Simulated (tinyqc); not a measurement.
Inside a calculation. Method: CIS and TDHF on RHF in the sto-3g basis, for H2O, spin multiplicity 1. One step of it, computed by the program tinyqc.

Problem. TDHF (RPA) singlet states. B(ia,jb) = 2 (ia|jb) - (ib|ja); the squared energies are the eigenvalues of (A - B)(A + B); 1 hartree = 27.211386 eV.

CIS matrix A, singlet (hartree):
```
           1>6        1>7       2>6        2>7        3>6        3>7        4>6        4>7
1>6  20.066601   0.000000  0.022577   0.000000   0.000000  -0.021618  -0.021468   0.000000
1>7   0.000000  20.114256  0.000000   0.046800  -0.001677   0.000000   0.000000  -0.028941
2>6   0.022577   0.000000  1.389100   0.000000   0.000000   0.053799   0.067936   0.000000
2>7   0.000000   0.046800  0.000000   1.438056  -0.028037   0.000000   0.000000  -0.017911
3>6   0.000000  -0.001677  0.000000  -0.028037   0.730296   0.000000   0.000000   0.043543
3>7  -0.021618   0.000000  0.053799   0.000000   0.000000   0.987500   0.118353   0.000000
4>6  -0.021468   0.000000  0.067936   0.000000   0.000000   0.118353   0.605659   0.000000
4>7   0.000000  -0.028941  0.000000  -0.017911   0.043543   0.000000   0.000000   0.669347
5>6   0.000000   0.000000  0.000000   0.000000   0.000000   0.000000   0.000000   0.000000
5>7   0.000000   0.000000  0.000000   0.000000   0.000000   0.000000   0.000000   0.000000

          5>6       5>7
1>6  0.000000  0.000000
1>7  0.000000  0.000000
2>6  0.000000  0.000000
2>7  0.000000  0.000000
3>6  0.000000  0.000000
3>7  0.000000  0.000000
4>6  0.000000  0.000000
4>7  0.000000  0.000000
5>6  0.431477  0.000000
5>7  0.000000  0.502847
```

Two-electron integrals over orbitals (pq|rs), unique and non-zero (hartree):
```
(11|11) 4.745333    (21|11) -0.420745   (21|21) 0.059152    (22|11) 1.008623
(22|21) -0.013819   (22|22) 0.724298    (31|31) 0.010741    (32|31) 0.017297
(32|32) 0.139848    (33|11) 0.784148    (33|21) -0.004480   (33|22) 0.633308
(33|33) 0.617911    (41|11) 0.176884    (41|21) -0.022255   (41|22) 0.014644
(41|33) 0.006100    (41|41) 0.026601    (42|11) -0.135891   (42|21) 0.008777
(42|22) -0.006260   (42|33) 0.006027    (42|41) 0.018952    (42|42) 0.127070
(43|31) -0.003025   (43|32) 0.023592    (43|43) 0.049649    (44|11) 0.980332
(44|21) -0.012731   (44|22) 0.672339    (44|33) 0.586608    (44|41) -0.010538
(44|42) -0.102540   (44|44) 0.757018    (51|51) 0.026015    (52|51) 0.032719
(52|52) 0.146419    (53|53) 0.027799    (54|51) -0.012882   (54|52) -0.045870
(54|54) 0.053325    (55|11) 1.115344    (55|21) -0.011844   (55|22) 0.749130
(55|33) 0.618235    (55|41) 0.004942    (55|42) -0.073034   (55|44) 0.717517
(55|55) 0.880159    (61|11) -0.225035   (61|21) 0.033912    (61|22) -0.001418
(61|33) 0.000307    (61|41) 0.000608    (61|42) 0.020480    (61|44) -0.017998
(61|55) -0.005958   (61|61) 0.029276    (62|11) 0.294726    (62|21) -0.006529
(62|22) 0.139145    (62|33) 0.071656    (62|41) 0.018527    (62|42) 0.024409
(62|44) 0.080284    (62|55) 0.153259    (62|61) 0.007720    (62|62) 0.099214
(63|31) 0.002891    (63|32) -0.040426   (63|43) -0.032221   (63|63) 0.073530
(64|11) 0.235873    (64|21) -0.002659   (64|22) 0.105536    (64|33) 0.044683
(64|41) 0.002069    (64|42) -0.036509   (64|44) 0.126048    (64|55) 0.127197
(64|61) -0.000706   (64|62) 0.061736    (64|64) 0.077406    (65|51) 0.014908
(65|52) 0.056778    (65|54) 0.000776    (65|65) 0.037081    (66|11) 0.792241
(66|21) -0.007137   (66|22) 0.605105    (66|33) 0.563011    (66|41) 0.020056
(66|42) 0.055536    (66|44) 0.546568    (66|55) 0.583740    (66|61) 0.008530
(66|62) 0.094573    (66|64) 0.046941    (66|66) 0.591044    (71|31) 0.014930
(71|32) 0.022625    (71|43) -0.004336   (71|63) 0.003493    (71|71) 0.020800
(72|31) 0.014214    (72|32) 0.045701    (72|43) -0.032691   (72|63) 0.033536
(72|71) 0.018763    (72|72) 0.064218    (73|11) 0.365459    (73|21) -0.007274
(73|22) 0.147832    (73|33) 0.089621    (73|41) -0.000569   (73|42) -0.076428
(73|44) 0.155323    (73|55) 0.194551    (73|61) -0.006477   (73|62) 0.074454
(73|64) 0.085708    (73|66) 0.039966    (73|73) 0.154510    (74|31) -0.009073
(74|32) -0.075545   (74|43) -0.003016   (74|63) 0.048303    (74|71) -0.012480
(74|72) -0.017134   (74|74) 0.069235    (75|53) 0.023811    (75|75) 0.024753
(76|31) 0.008664    (76|32) 0.095110    (76|43) 0.053063    (76|63) -0.066448
(76|71) 0.011564    (76|72) -0.007451   (76|74) -0.058735   (76|76) 0.115124
(77|11) 0.860286    (77|21) -0.009273   (77|22) 0.618808    (77|33) 0.600417
(77|41) 0.003981    (77|42) -0.016358   (77|44) 0.599188    (77|55) 0.620365
(77|61) -0.004688   (77|62) 0.066663    (77|64) 0.045289    (77|66) 0.560145
(77|73) 0.095400    (77|77) 0.611993
```

Give: TDHF matrix B, singlet; squared energies w^2; TDHF energies from the positive w^2.

Solution.

TDHF matrix B, singlet (hartree):
```
         1>6      1>7     2>6      2>7      3>6      3>7      4>6      4>7
1>6   0.0293   0.0000  0.0077   0.0000   0.0000  -0.0164  -0.0007   0.0000
1>7   0.0000   0.0208  0.0000   0.0188   0.0135   0.0000   0.0000  -0.0125
2>6   0.0077   0.0000  0.0992   0.0000   0.0000   0.1154   0.0617   0.0000
2>7   0.0000   0.0188  0.0000   0.0642  -0.0074   0.0000   0.0000  -0.0171
3>6   0.0000   0.0135  0.0000  -0.0074   0.0735   0.0000   0.0000   0.0109
3>7  -0.0164   0.0000  0.1154   0.0000   0.0000   0.1545   0.1231   0.0000
4>6  -0.0007   0.0000  0.0617   0.0000   0.0000   0.1231   0.0774   0.0000
4>7   0.0000  -0.0125  0.0000  -0.0171   0.0109   0.0000   0.0000   0.0692
5>6   0.0000   0.0000  0.0000   0.0000   0.0000   0.0000   0.0000   0.0000
5>7   0.0000   0.0000  0.0000   0.0000   0.0000   0.0000   0.0000   0.0000

        5>6     5>7
1>6  0.0000  0.0000
1>7  0.0000  0.0000
2>6  0.0000  0.0000
2>7  0.0000  0.0000
3>6  0.0000  0.0000
3>7  0.0000  0.0000
4>6  0.0000  0.0000
4>7  0.0000  0.0000
5>6  0.0371  0.0000
5>7  0.0000  0.0248
```

squared energies w^2 (hartree^2): [0.1848, 0.2522, 0.3181, 0.4143, 0.5579, 0.9646, 1.9274, 2.0674, 402.6700, 404.5880]

TDHF energies from the positive w^2 (eV): [11.6977, 13.6666, 15.3477, 17.5143, 20.3258, 26.7260, 37.7779, 39.1262, 546.0411, 547.3400]
